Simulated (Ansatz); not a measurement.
# AlBCl (quartet): from Hartree-Fock to the top rungs, def2-TZVPP

An exercise on one series of results from a longer session: the logs are not shown, and one member is left open.

Computed with Ansatz 0.2.0, Gaussian basis. Level: def2-TZVPP, core rule «outside noble gas», up to 11 orbitals frozen.

Plan: UHF; ROHF; CCSD(T) on UHF.

2 further runs of the same task are left out: 2 set aside as unsound or not needed.

## The system

The geometry is a PBE0/def2-TZVP stationary point (not a proven minimum) of the parent state, kept for this charge and spin.

3 atoms, charge 0, spin multiplicity 4.

Atoms are counted from 1 here; the program's logs count them from 0.

Bond lengths: B1–Al2 2.149 Å, Al2–Cl3 2.113 Å. Angles: B1–Al2–Cl3 121.7°.

Coordinates:

```xyz
3
AlBCl
B     0.0000    0.7619   -2.4068
Al    0.0000   -0.5533   -0.7069
Cl    0.0000    0.1888    1.2719
```

Set-up of the first run:

File in.yaml:

```yaml
crystal:
  periodic: [false, false, false]
  atoms:
    - {symbol: B, position_ang: [0.000000, 0.761887, -2.406751]}
    - {symbol: Al, position_ang: [0.000000, -0.553323, -0.706867]}
    - {symbol: Cl, position_ang: [0.000000, 0.188778, 1.271874]}
basis:
  gaussian: {orbitals: def2-TZVPP}
magnetization: {spin_polarized: true, initial_magnetization: 3}
hamiltonian: {xc: hf}
output: {orbitals: {seedname: orbitals}}
```

Started as:

```bash
$ ansatz run in.yaml --threads 1 --pin off --events-out ev --progress --plain --max-ram 4096MiB --backend cpu
```

Steps of the session up to this table: UHF; ROHF; CCSD(T) on UHF.

One table of the session follows, with a row left open; its other results are not shown here.

```
  method  from UCCSD(T) (kcal/mol)
    ROHF                   +208.00
     UHF                         ?
    UMP2                    +32.85
   UCCSD                     +9.13
UCCSD(T)                         0
```

Q: Estimate the row for UHF from the others.

As computed: from UCCSD(T) (kcal/mol): +205.55. In the column «from UCCSD(T) (kcal/mol)» it lies between UMP2 (+32.85) and ROHF (+208.00).
